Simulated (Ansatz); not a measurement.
`ClC1C=C1` + NH₃ → `NC1C=C1` + HCl at 400 K and 1 bar (substitution at a C–Cl bond).

Isolated molecules relaxed with PBE0-D4/def2-TZVP in Ansatz; ΔE leaves out vibrations. CBS: MP2 limit from def2 TZ/QZ plus the TZ coupled-cluster correction, frozen cores. This one scheme is used for every species. One conformer a species, not always the lowest.

| species | CCSD(T)/CBS energy (Eh) | H − E (kJ/mol) | S (J/(mol·K)) |
| --- | --- | --- | --- |
| `ClC1C=C1` | -575.64290 | 145.4 | 300.8 |
| NH₃ | -56.50880 | 104.2 | 203.1 |
| `NC1C=C1` | -171.76334 | 215.9 | 301.3 |
| HCl | -460.38127 | 29.6 | 195.4 |

H − E and S are ideal-gas, rigid-rotor, harmonic terms from PBE0-D4/def2-TZVP, for one conformer and one mirror image of each species. 1 Eh = 2625.50 kJ/mol, R = 8.31446 J/(mol·K).

By hand: ΔE, ΔH, ΔS and ΔG.

ΔE = (-171.76334) + (-460.38127) − (-575.64290) − (-56.50880) = 0.00709 Eh = 18.6 kJ/mol. Δ(H − E) = 215.9 + 29.6 − 145.4 − 104.2 = -4.1, so ΔH = 14.5 kJ/mol. ΔS = 301.3 + 195.4 − 300.8 − 203.1 = -7.2 J/(mol·K). ΔG = 14.5 − 400 × (-7.2)/1000 = 17.4 kJ/mol.

By hand: the equilibrium constant, and the temperature at which ΔG would vanish if ΔH and ΔS stayed fixed.

log₁₀ K = −ΔG/(RT ln 10) = -2.3. ΔH and −TΔS have one sign here, so there is no such temperature.

The number of gas molecules stays the same, so ΔS is small and ΔH decides. A doubt of 5 kJ/mol in ΔE shifts log₁₀ K by 0.7 here. Other conformers and mirror images would add mixing entropy, several J/(mol·K) or more a flexible species. These are equilibria of isolated gas molecules and say nothing of rates. Largest T1 diagnostic: 0.010 (customary marks: 0.02 for closed shells, 0.045 for open ones).

ΔS is within the doubt of such terms, so its sign, and with it that verdict, could turn.
